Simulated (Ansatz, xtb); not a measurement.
Relative energy of two conformers of CH5AlS

We compare I, `[CH3][AlH][SH]`, a singlet, with II, `[CH3][AlH][SH]`, a singlet. Both are isolated molecules in the gas phase, relaxed with B3LYP-D3(BJ)/def2-SVP.

I (Å):

```yaml
atoms:
  - { symbol: C, position_ang: [0.7577, 0.5337, -1.1816] }
  - { symbol: Al, position_ang: [-0.3347, -0.6831, -0.1097] }
  - { symbol: S, position_ang: [-1.8148, 0.0610, 1.3351] }
  - { symbol: H, position_ang: [0.5846, 0.3609, -2.2585] }
  - { symbol: H, position_ang: [-0.2419, -2.2594, -0.1968] }
  - { symbol: H, position_ang: [0.5603, 1.5977, -0.9750] }
  - { symbol: H, position_ang: [1.8317, 0.3480, -1.0040] }
  - { symbol: H, position_ang: [-1.5739, 1.3722, 1.0968] }
```

II (Å):

```yaml
atoms:
  - { symbol: C, position_ang: [-1.1193, 0.7058, -1.5076] }
  - { symbol: Al, position_ang: [-1.2663, 1.7119, 0.1587] }
  - { symbol: S, position_ang: [0.3835, 3.0635, 0.6923] }
  - { symbol: H, position_ang: [-1.1683, -0.3805, -1.3160] }
  - { symbol: H, position_ang: [-1.9593, 0.9428, -2.1842] }
  - { symbol: H, position_ang: [-0.1816, 0.9122, -2.0478] }
  - { symbol: H, position_ang: [-2.4964, 1.6188, 1.1515] }
  - { symbol: H, position_ang: [-0.1756, 3.4863, 1.8504] }
```

**Question.** Estimate E(II) − E(I) at the level CCSD(T)/def2-TZVP.

**Answer.** Too close to call at this level: CCSD(T)/def2-TZVP gives E(II) − E(I) = −0.70 kJ/mol.

How the difference moves with the method:

| level | geometry | E(II) − E(I) (kJ/mol) | departure from the last row (kJ/mol) | job, with rough time for the two |
| --- | --- | --- | --- | --- |
| B3LYP-D3(BJ)/def2-SVP | B3LYP-D3(BJ)/def2-SVP | −0.79 | −0.09 | optimisation, 2.4 min |
| HF/def2-TZVP | B3LYP-D3(BJ)/def2-SVP | −1.03 | −0.33 | part of the CCSD(T) run |
| MP2/def2-TZVP | B3LYP-D3(BJ)/def2-SVP | −0.78 | −0.07 | part of the CCSD(T) run |
| CCSD(T)/def2-TZVP | B3LYP-D3(BJ)/def2-SVP | −0.70 |  | single point, 31 s |

The largest departure from CCSD(T)/def2-TZVP is that of HF/def2-TZVP, 0.33 kJ/mol. Levels run at GFN2-xTB geometries aren't shown.

With harmonic frequencies from B3LYP-D3(BJ)/def2-SVP (ideal gas, rigid rotor, one conformer each, 298.15 K, 1 atm): the zero-point term adds +0.09 kJ/mol; ΔH is −0.68 and ΔG −0.19 kJ/mol.

The correlated steps freeze 11 core orbitals. Codes used: Ansatz 0.2.0; the last row on 1 thread of Arm Neoverse V1 on a shared host.
